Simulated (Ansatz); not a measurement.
This Ansatz (a program for electronic structure) input (MP2/cc-pVTZ) gives -115.66201 Eh with 132 basis functions. A basis named .json is the Basis Set Exchange file of that set (core-valence sets with the plain set on hydrogen).

Ansatz 0.2 input:
```yaml
crystal:
  periodic: [false, false, false]
  atoms:
    - {symbol: C, position_ang: [-0.00517534, -0.10696577, 0.84074838]}
    - {symbol: C, position_ang: [-0.01360476, -0.69854769, -0.52112947]}
    - {symbol: C, position_ang: [0.01459619, 0.56938060, -0.61931483]}
    - {symbol: H, position_ang: [0.91046776, -0.08734705, 1.42564298]}
    - {symbol: H, position_ang: [-0.92297864, -0.04704489, 1.41948447]}
    - {symbol: H, position_ang: [0.03761437, 1.55118910, -1.04695191]}
basis:
  gaussian:
    orbitals: cc-pVTZ
    fitting: {mean_field: def2-universal-jkfit, correlation: cc-pVTZ-RIFIT.json}
magnetization: {spin_polarized: true, initial_magnetization: 1}
correlation: {method: mp2, electrons: outside_noble_gas}
```

Change:
```diff
- fitting: {mean_field: def2-universal-jkfit, correlation: cc-pVTZ-RIFIT.json}
+ fitting: {mean_field: def2-universal-jkfit, correlation: cc-pVDZ-RIFIT.json}
```

Problem. What does the run give now?

Solution. -115.66287 Eh (MP2/cc-pVTZ, 132 functions), a change of -0.86 mEh.
